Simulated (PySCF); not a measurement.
Dipole moment and polarisability of `C=CCC(F)F`

Species: C4H6F2.
Atom-mapped SMILES: `[CH2:1]=[CH:2][CH2:3][CH:4]([F:5])[F:6]` (hydrogens: H7, H8 on C1; H9 on C2; H10, H11 on C3; H12 on C4)

Geometry (GFN2-xTB, Å), atoms numbered from 1 in this order:
```xyz
12
C4H6F2 angstrom
C      1.8779   -0.6358    0.3424
C      0.7804   -0.4836   -0.3728
C     -0.1612    0.6718   -0.2232
C     -1.5602    0.1911    0.1398
F     -2.1158   -0.5098   -0.8787
F     -2.3853    1.2451    0.3623
H      2.1721    0.0810    1.0916
H      2.5336   -1.4772    0.2039
H      0.5004   -1.2103   -1.1234
H      0.1771    1.3514    0.5603
H     -0.2344    1.2234   -1.1649
H     -1.5833   -0.4478    1.0366
```

Level: PBE0/def2-SVPD (PySCF), static field, nuclei fixed, core orbitals frozen in the response. The polarisability tensor in these axes (au):

```
x   61.41 -5.78  5.86
y   -5.78 47.22  0.50
z    5.86  0.50 46.24
```

Problem. Diagonalise the tensor; give its mean and Δα, where Δα² is half the sum of the squared differences of the eigenvalues.

Solution. Principal values 42.58, 47.27 and 65.02 au; mean 51.62 au = 7.65 Å³ = 8.51 × 10⁻⁴⁰ C²·m²/J; Δα = 20.50 au (40 % of the mean).

Problem. What is the dipole moment, and where does it point?

Solution. (2.03, -0.30, 0.76) D, 2.19 D in size, pointing from the negative to the positive side. Measured along this direction, the outermost atoms are F6 and F5 at the negative end and H8 at the positive end.

Problem. Rayleigh depolarisation ratio (linearly polarised light, static tensor)?

Solution. ρ = 3Δα²/(45ᾱ² + 4Δα²) = 1260.5/(119923 + 1680.6) = 0.0104.

Problem. Orientational against electronic polarisability at 298 K (dilute gas, rigid molecules)?

Solution. In Gaussian units μ²/3kT = 38.81 Å³ against 7.65 Å³, a ratio of 5.07; the Debye molar polarisation (4π/3)N_A(α + μ²/3kT) is 117.2 cm³/mol, leaving out the vibrational part.

Problem. What would n − 1 = 2πNα be for an ideal gas of these molecules at 500 K and 1 atm, electronic part alone?

Solution. N = p/kT = 1.4678 × 10¹⁹ cm⁻³, so n − 1 = 2π × N × 7.65 × 10⁻²⁴ cm³ = 705 × 10⁻⁶ at long wavelengths, for an ideal gas.

The structure is a single GFN2-xTB conformer in the gas phase; no vibrational or solvent corrections.

The run behind these numbers computed excited states as well. On one thread of an Intel Xeon at 2.50 GHz, no GPU, on a shared host, this took 39 s of wall time and 0.71 GiB of memory at its peak.
